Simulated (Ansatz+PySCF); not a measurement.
Values are calculated unless marked as measured or tabulated.
This PySCF input gave a total energy of -535.34589 hartree.

```python
from pyscf import gto, scf

mol = gto.M(atom="""
O 0.000000 -0.370580 -2.067180
H 0.000000 -0.466360 -0.993560
Cl 0.000000 0.162430 1.154490
H 0.000000 0.669610 -2.095270
""", basis='def2-svp', charge=-1, spin=0)
mf = scf.UHF(mol)
mf.init_guess = 'atom'
mf.kernel()
while True:  # follow internal instabilities
    mo, _, stable, _ = mf.stability(return_status=True)
    if stable: break
    mf.kernel(mf.make_rdm1(mo, mf.mo_occ))
print(mf.converged, mf.e_tot, mf.spin_square()[0])
```

(1) Write an input for Ansatz with the same method and basis set.

## Answers

(1)

```yaml
crystal:
  periodic: [false, false, false]
  atoms:
    - { symbol: O, position_ang: [0.0, -0.37058, -2.06718] }
    - { symbol: H, position_ang: [0.0, -0.46636, -0.99356] }
    - { symbol: Cl, position_ang: [0.0, 0.16243, 1.15449] }
    - { symbol: H, position_ang: [0.0, 0.66961, -2.09527] }
basis:
  gaussian: { orbitals: def2-SVP }
total_charge: -1
magnetization:
  spin_polarized: true
hamiltonian:
  xc: hf
```

Ansatz (development build ahead of 0.2.0) gave -535.34589 hartree, 0.00 meV from the first. Caution: no diffuse functions for an anion.
